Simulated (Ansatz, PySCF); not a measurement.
Molecule: dilithium, Li$_{2}$, net charge 0, singlet state. 
Structure (B3LYP-D3(BJ)/def2-TZVP (Ansatz, a first-principles code) minimum search):
```xyz
2

Li     0.0000     0.0000    -1.3610
Li     0.0000     0.0000     1.3610
```
Unstable Hartree-Fock reference: [Li][Li].

Property: enthalpy of formation at 298 K (from the atomisation energy, B3LYP-D3(BJ)/def2-TZVP harmonic zero-point and thermal terms from PySCF, and the atoms' enthalpies of formation in the G2/97 table; no spin-orbit terms, and no core term in the frozen-core levels), in eV. Correlated levels leave the core frozen unless marked. Open shells are spin-unrestricted. No spin-orbit coupling. No relativistic terms. Basis-set limits of correlation are two-point, X^-3; Hartree-Fock from the larger set.

| level | program | enthalpy of formation at 298 K (eV) | minus last row |
|---|---|---|---|
| HF/6-31G* | Ansatz | 3.19 | 0.96 |
| HF-D4/def2-TZVPD | PySCF + dftd4 | 3.12 | 0.89 |
| r2SCANh-D4/def2-TZVPD | Ansatz + dftd4 | 2.51 | 0.28 |
| CAM-B3LYP-D4/def2-TZVPD | Ansatz + dftd4 | 2.40 | 0.17 |
| B2GP-PLYP/def2-TZVPD | Ansatz | 2.50 | 0.27 |
| CCSD/def2-QZVPPD | Ansatz | 2.26 | 0.03 |
| CCSD(T)/CBS(def2-TZVPPD,def2-QZVPPD) | Ansatz | 2.23 | 0.00 |
